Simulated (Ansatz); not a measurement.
# AlNH (quartet): wave-function methods side by side, 6-31G

How much of the correlation energy of AlNH (quartet) does each wave-function method recover here?

Program: Ansatz 0.2.0, Gaussian basis. Level of theory: 6-31G, core rule «outside noble gas», up to 6 orbitals frozen. These are calculated values, not measurements.

To be run: UHF; CCSD(T) on ROHF; CCSD(T) on UHF; BCCD(T) on ROHF; CISD; CCSDT(Q) on ROHF; CCSDT(Q) on UHF; CISDTQ; CCSDTQ on ROHF; CCSDTQ on UHF; CASSCF and MRCISD+Q, 9 electrons in 9 orbitals; CASSCF and NEVPT2, 9 electrons in 9 orbitals; Full CI.

23 further runs of the same task are left out: 5 for a known fault of the program, 8 that didn't finish, 10 set aside as unsound or not needed.

## 1. The system

The geometry is a PBE0/def2-TZVP stationary point (not a proven minimum).

3 atoms, charge 0, spin multiplicity 4.

Atoms are counted from 1 here; the program's logs count them from 0.

Bond lengths: Al1–N2 1.909 Å, N2–H3 1.029 Å. Angles: Al1–N2–H3 108.4°.

## 2. UHF

Contents of in.yaml:

```yaml
crystal:
  periodic: [false, false, false]
  atoms:
    - {symbol: Al, position_ang: [0.000000, -0.031887, 0.689947]}
    - {symbol: N, position_ang: [0.000000, 0.120874, -1.212902]}
    - {symbol: H, position_ang: [0.000000, -0.826124, -1.614269]}
basis:
  gaussian: {orbitals: 6-31G}
magnetization: {spin_polarized: true, initial_magnetization: 3}
hamiltonian: {xc: hf}
output: {orbitals: {seedname: orbitals}}
```

On the command line:

```sh
$ ansatz run in.yaml --threads 1 --pin off --events-out ev --progress --plain --max-ram 2393MiB
```

After this run come: CCSD(T) on ROHF; CCSD(T) on UHF; BCCD(T) on ROHF; CISD; CCSDT(Q) on ROHF; CCSDT(Q) on UHF; CISDTQ; CCSDTQ on ROHF; CCSDTQ on UHF; CASSCF and MRCISD+Q, 9 electrons in 9 orbitals; CASSCF and NEVPT2, 9 electrons in 9 orbitals; Full CI.

Q: Predict the results of all the runs planned. Wanted: FCI below the RHF energy; RMP2 from FCI; UMP2 from FCI; RCCSD from FCI; RCCSD(T) from FCI; UCCSD(T) from FCI; RCCSDT(Q) from FCI; UCCSDT(Q) from FCI; NEVPT2 valence from FCI.

**Answer**, as computed:

| quantity | value |
| --- | --- |
| FCI below the RHF energy | -3.3531 eV |
| RMP2 from FCI | +587.5 meV |
| UMP2 from FCI | +583.3 meV |
| RCCSD from FCI | +104.7 meV |
| RCCSD(T) from FCI | +25.4 meV |
| UCCSD(T) from FCI | +24.8 meV |
| RCCSDT(Q) from FCI | +0.3 meV |
| UCCSDT(Q) from FCI | -1.5 meV |
| NEVPT2 valence from FCI | +370.7 meV |
| MRCISD+Q valence from FCI | +46.9 meV |
| levels within 1 kcal/mol (43 meV) | RCCSD(T), UCCSD(T), BCCD(T), RCCSDT, UCCSDT, CISDTQ, RCCSDT(Q), UCCSDT(Q), RCCSDTQ, UCCSDTQ |
| T1 diagnostic | 0.045 |
| effectively unpaired electrons | 3.03 |

**Reading.** RCCSD(T) lands +25.4 meV from the yardstick (0.8 % of the correlation energy). The occupations are near whole numbers, but T1 = 0.045 shows that the orbitals relax strongly. Of the multireference levels listed MRCISD+Q valence comes nearest in total energy (+46.9 meV), which doesn't show that its space is the better one. These misses are within one basis, not against nature; the frozen cores of restricted and unrestricted runs differ, which can shift their rows.
